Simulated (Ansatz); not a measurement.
Process, species as SMILES: CCl (CH3-Cl) → C atom + Cl atom + 3 H atom
B3LYP-D3(BJ)/def2-TZVP geometries, fixed; electronic energies without zero-point terms.
Largest species:
```
C
H 1 1.0858
H 1 1.0858 2 110.57
H 1 1.0858 2 110.57 3 -122.80
Cl 1 1.7944 2 108.35 3 118.60
```

Basis-set convergence of the atomisation energy at B3LYP with Ansatz (a program for electronic structure). Cartesian d functions, on some or all atoms, in 6-31G*, 6-31+G*, 6-31G**, 6-311G**, 6-311+G**; all else is spherical. The program fits the integrals of some runs and decomposes those of others, by size. Open shells are unrestricted. No added dispersion term, no relativity. Functions are those of the species that has most. Reference: the value in pcseg-4, 393.17 kcal/mol. Deviations are taken from unrounded values.

| basis | functions |
|---|---|
| STO-3G | 17 |
| 3-21G | 28 |
| 6-31G | 28 |
| 6-31G* | 40 |
| 6-31+G* | 48 |
| 6-31G** | 49 |
| 6-311G** | 63 |
| 6-311+G** | 71 |
| def2-SVPD | 71 |
| 6-311++G(2d,2p) | 92 |
| def2-TZVPD | 110 |
| def2-TZVPPD | 139 |
| 6-311++G(3df,3pd) | 140 |
| def2-QZVPPD | 241 |

Question: Which is the smallest set listed that can be trusted to 4 kcal/mol here, that is, within that of the reference together with its larger relatives (same family, alike in diffuse functions; a set with none to test it counts only in the reference's own line)?

Answer: The smallest set listed that lies within 4 kcal/mol of the reference with all its larger relatives (same family, alike in diffuse functions; a set with none counts only in the reference's own line) is 6-31G* (40 functions, -0.90 kcal/mol off). Value minus reference: STO-3G 72.69, 3-21G -12.00, 6-31G -14.33, 6-31G* -0.90, 6-31+G* -3.50, 6-31G** 1.63, 6-311G** -2.80, 6-311+G** -3.49, def2-SVPD -0.68, 6-311++G(2d,2p) -1.09, def2-TZVPD -0.91, def2-TZVPPD -0.17, 6-311++G(3df,3pd) 0.40, def2-QZVPPD -0.23 kcal/mol.
